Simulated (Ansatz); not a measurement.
C3H7NO can be A, `NCCC=O`, or B, `C=C(N)OC`.

Calculated with Ansatz (gas phase, PBE0-D4/def2-TZVP geometries, no zero-point term in ΔE). CBS: MP2 limit from def2 TZ/QZ plus the TZ coupled-cluster correction, frozen cores. DFT in def2-TZVPP. B3LYP here is the variant with VWN-RPA as its local correlation; programs differ in this. One conformer a species, not always the lowest.

Problem. Which is lower in electronic energy at CCSD(T)/CBS, and by how much? (Best estimate.)

Solution. The calculation gave: A, by 31.8 kJ/mol.

Problem. Give E(B) − E(A) in kJ/mol with B3LYP, ωB97M-V, HF/def2-TZVPP, LDA (SPW92), CCSD(T)/def2-SVP, CCSD/def2-TZVPP, MP2/def2-TZVPP. (An estimate is asked.)

Solution. The calculation gave: B3LYP 25.0, ωB97M-V 26.6, HF/def2-TZVPP 34.9, LDA (SPW92) 1.1, CCSD(T)/def2-SVP 43.3, CCSD/def2-TZVPP 35.6, MP2/def2-TZVPP 33.2. None reverses the order clearly.

Problem. Does the order hold for the free energy at 298.15 K (harmonic terms from PBE0-D4)? (Estimate.)

Solution. Ansatz gave: Yes: G(B) − G(A) = +35.0 kJ/mol, for one conformer each.

Largest T1 diagnostic: 0.012.

At CCSD(T), def2-SVP lies +11.5 kJ/mol from the extrapolated value and def2-TZVPP +2.3 kJ/mol. Leaving LDA and LC-ωPBE aside and taking each functional with its dispersion term where it has one, the values, not all of them listed here, spread over 12.1 kJ/mol, from r2SCAN-D4 to ωB97X-V. LDA lies −23.9 kJ/mol from PBE without D4.
